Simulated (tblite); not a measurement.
Compound: (chloromethyl)cyclopropane, C₄H₇Cl.
Numbering: `[Cl:1][CH2:2][CH:3]1[CH2:4][CH2:5]1` (hydrogens: H6, H7 on C2; H8 on C3; H9, H10 on C4; H11, H12 on C5)

Computed with GFN2-xTB (tblite), gas phase: nudged elastic band of 9 images (0 to 8), spring 0.2 eV/Å², climbing image at the end, force threshold 0.05 eV/Å. No saddle search or frequency run followed, so the top image need not be a first-order saddle, and its height can exceed the method's true barrier by a kcal/mol or more.

The band describes a rotation about C2–C3 (sp3 C–Cl carbon, three-membered-ring carbon), followed by the dihedral Cl1–C2–C3–C5, from the optimised start (81°) to a second optimised geometry at -151°.

Question: How does the energy change from image to image?

Answer: 
```
image  dihedral (°)  E (eV)  C2–C3 (Å)  Cl1···C5 (Å)  largest true force (eV/Å)
    0            81   0.000      1.500          3.47                       0.01
    1            98   0.016      1.502          3.66                       0.04
    2           115   0.051      1.508          3.82                       0.05
    3           131   0.086      1.512          3.96                       0.04
    4           147   0.099      1.514          4.06                       0.03
    5           163   0.082      1.512          4.12                       0.04
    6           179   0.045      1.507          4.14                       0.05
    7          -165   0.012      1.502          4.12                       0.05
    8          -151   0.000      1.499          4.07                       0.01
```

Barriers of this band. The top is image 4 at 147°: 0.10 eV in either direction, as the ends lie within 0.002 eV of each other. The central bond is 0.014 Å longer at the top than at the start.

Question: What rate follows at 350 K for crossing this barrier forward?

Answer: Taking the electronic barrier for the free energy of activation (no zero-point or entropy terms, transmission 1), rate = (kT/h)·exp(−ΔE/kT) ≈ 3 × 10^11 s⁻¹, whose inverse is 4 × 10^-12 s. An error of 1 kcal/mol in the barrier changes this by a factor of 4, and the method and the loose band can each miss by that much or more. The barrier is only 3.3 kT, where transition-state theory is rough.

The cost below is that of the whole band run. Time: 1.6 s wall; peak memory 0.19 GiB. Hardware: AMD EPYC 7R13, one thread, shared host with 128 logical CPUs at a one-minute load of 55.
